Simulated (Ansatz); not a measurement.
HN2 (SMILES N#[NH+]) at its CCSD(T)/cc-pVTZ minimum, average atomic masses, point group C∞v.
(charge 1, multiplicity 1):
| atom | x (Å) | y (Å) | z (Å) |
|---|---|---|---|
| N | 0.0000 | 0.0000 | -0.6046 |
| N | 0.0000 | 0.0000 | 0.4946 |
| H | 0.0000 | 0.0000 | 1.5288 |

Cores are frozen in the correlated methods.

The values were computed with Ansatz (Gaussian basis) for Hartree–Fock, density functionals and correlated methods. Each number belongs to the level named beside it.

Harmonic frequencies (cm⁻¹): 702 702 2280 3409.

Problem. Work out the rotational constants, the zero-point energy, and the ideal-gas entropy and heat capacity at 298.15 K and 1 bar (rigid rotor, harmonic oscillator).

Solution. 
Principal moments 10.902 u Å² give 16.8576/I = 1.546 cm⁻¹. Zero point: Σω/2 = 3546 cm⁻¹ = 10.14 kcal/mol. Translation R(1.5 ln M + 2.5 ln T − 1.1517) with M = 29.022 u: 150.86 J/(mol K). Rotation with σ = 1: q = 134.0, S = R(ln q + 1) = 49.04. Vibration, summed over R(u/(eᵘ − 1) − ln(1 − e⁻ᵘ)) with u = 1.43878ω/T: 2.54, of which the lowest mode gives 1.27. S° = 202.4 J/(mol K); C_p = 7R/2 + 6.92 = 36.02 J/(mol K).

Ansatz is an electronic-structure program.
